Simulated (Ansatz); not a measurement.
**CHCl3 (SMILES ClC(Cl)Cl) at 4 levels**

Wanted: a comparison of 4 runs (BHLYP/6-311+G**, CAM-B3LYP/6-311+G**, wB97M-V/6-311+G**, RPA@PBE/6-311+G**) of CHCl3. 

The results are computed with Ansatz 0.2.0.

47 further runs of the same task are left out: 2 that didn't finish, 45 set aside as unsound or not needed.

**1. The molecule**

CHCl3 has 5 atoms, charge 0, and is taken as a singlet. As SMILES, `ClC(Cl)Cl`. The C2–Cl4 distance was set to 3.166 Å, away from the relaxed value. At this shape a bond of the SMILES string is far longer than usual.

Bond lengths: Cl1–C2 1.759 Å, C2–Cl3 1.759 Å, C2–H5 1.085 Å. Angles: Cl1–C2–Cl3 111.2°, Cl1–C2–H5 107.7°, Cl3–C2–H5 107.7°.

**2. A single-point energy at BHLYP/6-311+G(d,p) (run 1)**

Contents of job.yaml:

```yaml
crystal:
  periodic: [false, false, false]
  atoms:
    - symbol: Cl
      position_ang: [0.314615, 0.668174, 2.510890]
    - symbol: C
      position_ang: [1.036195, 0.361884, 0.936200]
    - symbol: Cl
      position_ang: [2.219955, -0.936486, 1.022080]
    - symbol: Cl
      position_ang: [-1.182490, -0.256800, -1.236530]
    - symbol: H
      position_ang: [1.556095, 1.263124, 0.630020]
basis:
  gaussian: {orbitals: 6-311+G_st__st_-spherical.json}
accuracy: high
hamiltonian: {xc: {name: BHLYP}}
output: {orbitals: {seedname: orbitals}}
```

The basis set 6-311+G** is read from a file made from the Basis Set Exchange's data (not shown).

Command:

```
$ ansatz run job.yaml --threads 1 --pin off --max-ram 3480MiB --events-out events.jsonl --progress --plain --runs-dir runs
```

The log of the run:

```text
Warning: RAYON_NUM_THREADS=1 ignored (pool sized by the plan → 1); use --threads N
Functional definition: BHLYP
  name "BHLYP"
  parameter a = 0.5
  exchange = (1 - a)*b88_x + a*exact_x
  correlation = lyp_c
1972 factors; integrals over basis functions are off by at most 5.7e-9 eV
mean field evaluation 1: about -38614.3472 eV, gradient 2.5e1 eV
mean field evaluation 2: about -38597.0881 eV, gradient 7.1e1 eV
mean field evaluation 4: about -38617.3971 eV, gradient 5.8e0 eV
mean field evaluation 8: about -38617.5243 eV, gradient 6.8e-1 eV
mean field evaluation 16: about -38617.5260 eV, gradient 2.2e-3 eV
mean field -38617.52597949 eV, -1419.1679038469 hartree, gradient 3.1e-8 eV, S^2 0.000000; 0 other end points of the search recorded, 0 dependent functions left out
reference -38617.52601057 eV, -1419.1679049893 hartree; 29, 29 occupied and 89, 89 virtual orbitals, 1972 factors
Total energy: -38617.52601057 eV, -1419.1679049893 hartree
```

Wall time 12 s (1 thread of Arm Neoverse V2, shared host); peak memory 0.38 GiB.

**3. A single-point energy at CAM-B3LYP/6-311+G(d,p) (run 2)**

Contents of molecule.yaml:

```yaml
crystal:
  periodic: [false, false, false]
  atoms:
    - symbol: Cl
      position_ang: [0.314615, 0.668174, 2.510890]
    - symbol: C
      position_ang: [1.036195, 0.361884, 0.936200]
    - symbol: Cl
      position_ang: [2.219955, -0.936486, 1.022080]
    - symbol: Cl
      position_ang: [-1.182490, -0.256800, -1.236530]
    - symbol: H
      position_ang: [1.556095, 1.263124, 0.630020]
basis:
  gaussian: {orbitals: 6-311+G_st__st_-spherical.json}
hamiltonian: {xc: {name: CAM-B3LYP}}
accuracy: high
output: {orbitals: {seedname: orbitals}}
```

The basis set 6-311+G** is read from a file made from the Basis Set Exchange's data (not shown).

Command:

```
$ ansatz run molecule.yaml --threads 1 --pin off --max-ram 3480MiB --events-out events.jsonl --progress --plain --runs-dir runs
```

The log of the run, cut to the lines that bear on the results:

```text
Warning: RAYON_NUM_THREADS=1 ignored (pool sized by the plan → 1); use --threads N
Functional definition: CAM-B3LYP
  name "CAM-B3LYP"
[...]
1972 factors; integrals over basis functions are off by at most 5.7e-9 eV
500 factors; integrals over basis functions are off by at most 2.5e-9 eV
[...]
mean field -38619.03726969 eV, -1419.2234427374 hartree, gradient 4.9e-8 eV, S^2 0.000000; 0 other end points of the search recorded, 0 dependent functions left out
reference -38619.03729174 eV, -1419.2234435479 hartree; 29, 29 occupied and 89, 89 virtual orbitals, 1972 factors
Total energy: -38619.03729174 eV, -1419.2234435479 hartree
```

It took 14 s on 1 thread of Arm Neoverse V2, shared host; peak memory 0.45 GiB.

Run 3 isn't shown in full; the table further down has it.

**4. The energy at RPA@PBE/6-311+G(d,p) (run 4)**

Contents of input.yaml:

```yaml
crystal:
  periodic: [false, false, false]
  atoms:
    - {symbol: Cl, position_ang: [0.314615, 0.668174, 2.510890]}
    - {symbol: C, position_ang: [1.036195, 0.361884, 0.936200]}
    - {symbol: Cl, position_ang: [2.219955, -0.936486, 1.022080]}
    - {symbol: Cl, position_ang: [-1.182490, -0.256800, -1.236530]}
    - {symbol: H, position_ang: [1.556095, 1.263124, 0.630020]}
basis:
  gaussian:
    orbitals: 6-311+G_st__st_-spherical.json
hamiltonian:
  xc: {name: PBE}
correlation:
  method: rpa
  frozen_orbitals: {C: 1, Cl: 5, H: 0}
accuracy: high
```

The basis set 6-311+G** is read from a file made from the Basis Set Exchange's data (not shown).

Command:

```
$ ansatz run input.yaml --threads 1 --pin off --max-ram 3480MiB --events-out events.jsonl --progress --plain --runs-dir runs
```

The log of the run, cut to the lines that bear on the results:

```text
Warning: RAYON_NUM_THREADS=1 ignored (pool sized by the plan → 1); use --threads N
Functional definition: PBE
  name "PBE"
[...]
1972 factors; integrals over basis functions are off by at most 5.7e-9 eV
[...]
mean field -38602.79309732 eV, -1418.6264804135 hartree, gradient 6.1e-8 eV, S^2 0.000000; 3 other end points of the search recorded, 0 dependent functions left out; unrestricted orbitals would lower it
[...]
unrestricted determinant -38555.45334428 eV, -1416.8867765775 hartree, S^2 0.9824
16 core orbitals not correlated: weight in the atoms' cores, before any rotation towards them, 1.000 or more for the frozen orbitals, at most 0.000 for the correlated occupied ones
reference -38551.61917451 eV, -1416.7458734371 hartree; 13, 13 occupied and 89, 89 virtual orbitals, 1972 factors
Total energy: -38578.13137852 eV, -1417.7201789640 hartree
```

It took 27 s on 1 thread of Arm Neoverse V2, shared host; peak memory 0.54 GiB.

**5. The series**

```tsv
run	level	frozen core orbitals	energy (Eh)	HOMO energy (eV)	LUMO energy (eV)	HOMO–LUMO gap (eV)	wall time
1	BHLYP/6-311+G**	–	-1419.167905	-8.94	-5.11	3.83	12 s
2	CAM-B3LYP/6-311+G**	–	-1419.223444	-9.27	-4.93	4.33	14 s
3	wB97M-V/6-311+G**	–	-1419.116149	-9.94	-4.05	5.89	1.7 min
4	RPA@PBE/6-311+G**	16	-1417.720179	–	–	–	27 s
```

**6. Summary of results**

| quantity | value |
| --- | --- |
| run 4: total energy | -1417.72018 Eh |
| run 4: RPA correlation energy (valence) | -974.3 mEh |

In words: Over runs 1, 2, 3 the HOMO–LUMO gap runs from 3.83 eV (BHLYP/6-311+G**) to 5.89 eV (wB97M-V/6-311+G**). Totals of different functionals can't be ranked against each other. In run 4 the log says that unrestricted orbitals would lower the reference, so the values rest on an unstable closed-shell determinant (other closed-shell runs at this shape may share the fault). In runs 1, 2, 3, 4 a closed-shell determinant meets a far-stretched bond, which it describes badly. All runs together took 2.5 min, the longest 1.7 min.
